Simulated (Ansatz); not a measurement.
## Ansatz (development build ahead of 0.2.0) run

```yaml
crystal:
  periodic: [false, false, false]
  atoms:
    - { symbol: C, position_ang: [1.28334, 0.0, 0.0] }
    - { symbol: C, position_ang: [0.64167, 1.11141, 0.0] }
    - { symbol: C, position_ang: [-0.64167, 1.11141, 0.0] }
    - { symbol: C, position_ang: [-1.28334, 0.0, 0.0] }
    - { symbol: C, position_ang: [-0.64167, -1.11141, 0.0] }
    - { symbol: C, position_ang: [0.64167, -1.11141, 0.0] }
    - { symbol: H, position_ang: [2.28891, 0.0, 0.0] }
    - { symbol: H, position_ang: [1.14445, 1.98225, 0.0] }
    - { symbol: H, position_ang: [-1.14445, 1.98225, 0.0] }
    - { symbol: H, position_ang: [-2.28891, 0.0, 0.0] }
    - { symbol: H, position_ang: [-1.14445, -1.98225, 0.0] }
    - { symbol: H, position_ang: [1.14445, -1.98225, 0.0] }
basis:
  gaussian: { orbitals: cc-pVDZ }
hamiltonian:
  xc: hf
```

The input is written out in the form of the current development build from the run's settings.

Output:

```yaml
Converged: yes
Total_energy: -230.60901 hartree
Spin_squared_of_the_determinant: 0.000
```

Caution: no unrestricted run beside it, a lower state can exist.
